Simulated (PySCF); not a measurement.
## First-order multiplets

Bonds (- single, = double, # triple, : aromatic): C1=C2 1.333 Å, C2-C3 1.497 Å, C3-O4 1.404 Å. C1 carries H5, H6; C2 carries H7; C3 carries H8, H9; O4 carries H10. H5 is cis to C3; H6 is trans to C3.

PySCF 2.14 calculation with coordinates at the PBE0-D3(BJ)/def2-SVP level, spin–spin couplings from B3LYP/pcJ-1 (without the spin–dipole term) and PBE0/pcSseg-1 with gauge-including orbitals; single conformer, one averaged value for each set of equivalent atoms, gas phase, non-relativistic Hamiltonian.

Referencing at the same level of theory: 13C (σref 184.41) and 1H (σref 31.27) vs TMS.

Spectrometer: 500 MHz for 1H. First-order analysis; couplings under 1 Hz (under 4 Hz in carbon signals) are ignored, and nearly equal couplings are merged; the smaller ones broaden or split the lines further.

Question: What pattern does C3 show in the proton-coupled 13C spectrum?

Answer: A triplet of doublets of doublets at δ 69.0: 145.4 Hz to H8/H9 (2 × 1H, 1 bond away), 13.7 Hz to H6 (1 × 1H, 3 bonds away), 8.3 Hz to H5 (1 × 1H, 3 bonds away). Lines in Hz from the centre (relative intensity): +156.4 (1), +148.1 (1), +142.7 (1), +134.4 (1), +11.0 (2), +2.7 (2), -2.7 (2), -11.0 (2), -134.4 (1), -142.7 (1), -148.1 (1), -156.4 (1). The outer lines are 312.8 Hz apart, the sum of the couplings kept, or 2.488 ppm at this field.

Question: What pattern does C2 show in the proton-coupled 13C spectrum?

Answer: A doublet at δ 149.1: 161.7 Hz to H7 (1 × 1H, 1 bond away). Lines in Hz from the centre (relative intensity): +80.8 (1), -80.8 (1). The outer lines are 161.7 Hz apart, the sum of the couplings kept, or 1.286 ppm at this field.

Question: What pattern does H5 show (1H)?

Answer: A doublet of quartets at δ 5.41: 18.3 Hz to H7 (1 × 1H, 3 bonds away), 1.8 Hz to H6 and H8/H9 (3 × 1H, 2 or 4 bonds away). Lines in Hz from the centre (relative intensity): +11.8 (1), +10.1 (3), +8.2 (3), +6.5 (1), -6.5 (1), -8.2 (3), -10.1 (3), -11.8 (1). The outer lines are 23.7 Hz apart, the sum of the couplings kept, or 0.047 ppm at this field.

Question: What pattern does H8/H9 show (1H)?

Answer: A doublet of triplets at δ 4.09: 7.7 Hz to H7 (1 × 1H, 3 bonds away), 1.6 Hz to H5 and H6 (2 × 1H, 4 bonds away). Lines in Hz from the centre (relative intensity): +5.5 (1), +3.9 (2), +2.2 (1), -2.2 (1), -3.9 (2), -5.5 (1). The outer lines are 10.9 Hz apart, the sum of the couplings kept, or 0.022 ppm at this field.

OH and NH positions are those of a molecule without intermolecular hydrogen bonds; in solution they move with solvent, concentration and temperature, and exchange usually removes their couplings. Unscaled 3J(H,H) at this level run about 10 % above measured values. Couplings across =CH–CH2 type bonds come from one rotamer and its mirror image, and can be 1–2 Hz further off.
